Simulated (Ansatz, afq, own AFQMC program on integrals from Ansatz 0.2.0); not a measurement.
# AlNH, quartet: AFQMC among the cluster methods

```csv
atom,x (Å),y (Å),z (Å)
Al,0.0000,-0.1852,1.0922
N,0.0000,0.1902,-2.2816
H,0.0000,2.3131,2.4676
```

Connectivity, by distances: Al ··· N ··· H.

Basis cc-pVDZ. Only valence electrons are correlated. AFQMC by an in-house program on the Cholesky factors that Ansatz 0.2.0 writes for its CCSD(T) run. ph-AFQMC/CISD is guided by a CISD state made of CCSD amplitudes; releasing the constraint for a short imaginary time cuts its bias at the price of noise, slowly where states lie close. Error bars are statistical, one sigma.

Determinant: ROHF, the one that the program's search chose, which needn't be the lowest solution. The geometry is a point of a scan.

No full CI on the walks' own integrals is used here; CCSDT(Q) serves as the reference and is uncertain by about the last step of the cluster series.

Cautions: lower spins were not checked; higher spins were not checked; a spin-contaminated unrestricted determinant lies lower (UHF 485 meV lower, ⟨S²⟩ 4.42); strong correlation (T1 0.040, weight of the determinant 0.82, largest double 0.26).

```
T1 diagnostic                               : 0.0402
weight of the determinant in the CISD state : 0.822
size of the correlated space                : 9 electrons in 31 orbitals
```

```csv
level,correlation energy (eV)
MP2,-3.4991
CCSD,-4.7625
CCSD(T),-4.8599
```

**Question.** Estimate where phaseless AFQMC with the Hartree–Fock trial lies against CCSD(T) on the same integrals.

**Answer.** 6.0 ± 5.1 kJ/mol above CCSD(T). The gap is under twice the noise, so this walk alone can't tell the two apart.

Reference: CCSDT(Q), correlation energy -4.892 eV. The released energy is read at 1.62 1/Eh, later times being too noisy (meV from the phaseless value at times in 1/Eh: -11 ± 14 at 0.24, -30 ± 11 at 0.51, -30 ± 16 at 0.99, -7 ± 18 at 1.62, 8 ± 37 at 2.40).

```tsv
level	E − E(reference) (kJ/mol)	share of correlation (%)
CCSD(T)	3.1	99.35
CCSDT	0.3	99.93
ph-AFQMC/HF	9.1 ± 5.1	98.08
ph-AFQMC/CISD	3.0 ± 1.4	99.37
released AFQMC	2.3 ± 1.8	99.51
```

A walk keeps the symmetry of its determinant, which the program's search chose and which needn't be the lowest solution, so a lower state of the same spin and another symmetry isn't excluded. Released energies are given only where the last usable release times agree within the noise; a slower fall can still hide under it.
